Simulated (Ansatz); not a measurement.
H₃NOSi, SMILES N[Si]O, a composite energy at a relaxed geometry

Computed with Ansatz 0.2.0, Python API.

Interactive session:
```pycon
>>> import itertools
>>> import ansatz as az
>>> from ase.data import atomic_numbers, covalent_radii
>>> import numpy as np
>>> GEOMETRY = """
... N    -0.82130   -0.00760   -0.26250
... Si    0.63740   -0.61580   -0.67930
... O     1.48890   -0.19640    0.64190
... H    -1.47740   -0.12640   -1.01390
... H    -0.79990    1.04360   -0.21500
... H     1.01450   -0.16120    1.48260
... """
>>> geometry = az.Crystal.molecule()
>>> for line in GEOMETRY.strip().splitlines():
...     symbol, *xyz = line.split()
...     geometry = geometry.atom(symbol, [float(v) for v in xyz])
...
>>> calc = geometry.calculation().basis(gaussian="def2-SVP").functional("r2SCAN")
>>> symbols = [site.symbol for site in geometry.cartesian_sites]
>>> start = np.array([site.position_ang for site in geometry.cartesian_sites], dtype=float)
>>> r = calc.relax(force_tolerance=0.01).run(threads=1).report
>>> end = np.array(r["positions_ang"])
>>> # pairs closer than 1.2 times the sum of covalent radii, before or after
>>> radius = [covalent_radii[atomic_numbers[s]] for s in symbols]
>>> span = lambda where, i, j: np.linalg.norm(where[i] - where[j])
>>> bonded = [(i, j) for i, j in itertools.combinations(range(len(symbols)), 2) if min(span(start, i, j), span(end, i, j)) < 1.2 * (radius[i] + radius[j])]
>>> print("pair        before    after (A)")
pair        before    after (A)
>>> for i, j in bonded:
...     print(f"{symbols[i]}{i}-{symbols[j]}{j}".ljust(10), f"{span(start, i, j):8.4f} {span(end, i, j):8.4f}")
...
N0-Si1       1.6345   1.7321
N0-H3        1.0046   1.0173
N0-H4        1.0525   1.0197
Si1-O2       1.6268   1.6778
O2-H5        0.9660   0.9673
>>> for first, second in list(itertools.combinations(bonded, 2)):
...     shared = set(first) & set(second)
...     if shared and symbols[(j := shared.pop())] != "H":
...         i, k = sorted((set(first) | set(second)) - {j})
...         u, v = end[i] - end[j], end[k] - end[j]
...         angle = np.degrees(np.arccos(np.clip(u @ v / np.linalg.norm(u) / np.linalg.norm(v), -1, 1)))
...         print(f"final angle {symbols[i]}{i}-{symbols[j]}{j}-{symbols[k]}{k}: {angle:.2f} deg")
...
final angle Si1-N0-H3: 120.48 deg
final angle Si1-N0-H4: 128.66 deg
final angle N0-Si1-O2: 101.89 deg
final angle H3-N0-H4: 110.86 deg
final angle Si1-O2-H5: 120.50 deg
>>> minimum = az.Crystal.molecule()
>>> for symbol, place in zip(symbols, end):
...     minimum = minimum.atom(symbol, place.tolist())
...
>>> at_minimum = minimum.calculation()
>>> # MP2 extrapolated to the basis limit, plus the small-basis difference CCSD(T) - MP2
>>> level = lambda method, basis: at_minimum.basis(gaussian=basis).correlation(method).run(threads=1).report
>>> small, large, cluster = level("mp2", "cc-pVDZ"), level("mp2", "cc-pVTZ"), level("ccsd_t", "cc-pVDZ")
>>> corr = lambda each: (each["free_energy_ev"] - each["reference_energy_ev"]) / 27.211386246
>>> mp2_limit = (27 * corr(large) - 8 * corr(small)) / 19
>>> pieces = {"HF / cc-pVTZ": large["reference_energy_ev"] / 27.211386246, "MP2 correlation, DZ-TZ limit": mp2_limit, "CCSD(T) - MP2 / cc-pVDZ": corr(cluster) - corr(small)}
>>> for name, value in pieces.items():
...     print(f"{name:32s} {value:14.6f} Ha")
...
HF / cc-pVTZ                        -420.107331 Ha
MP2 correlation, DZ-TZ limit          -0.611395 Ha
CCSD(T) - MP2 / cc-pVDZ               -0.038226 Ha
>>> print(f"{'sum':32s} {sum(pieces.values()):14.6f} Ha")
sum                                 -420.756952 Ha
>>> print("T1 diagnostic", round(cluster["correlation"]["coupled_cluster"]["t1_diagnostic"], 4))
T1 diagnostic 0.0153
```

Notes:
- The settings weren't tested for convergence.
- The sum leaves out core correlation, relativity, the Hartree-Fock basis error and zero-point energy; a DZ-TZ extrapolation is rough.
- Inner cores stay frozen, so this is valence correlation.
- For Al to Cl the sets with a tight d function, cc-pV(X+d)Z, are usual.
- An extrapolation from small basis sets is rough.
- Finished in 34 s on 1 thread of Arm Neoverse V1, on a shared host, peak memory 0.27 GiB.
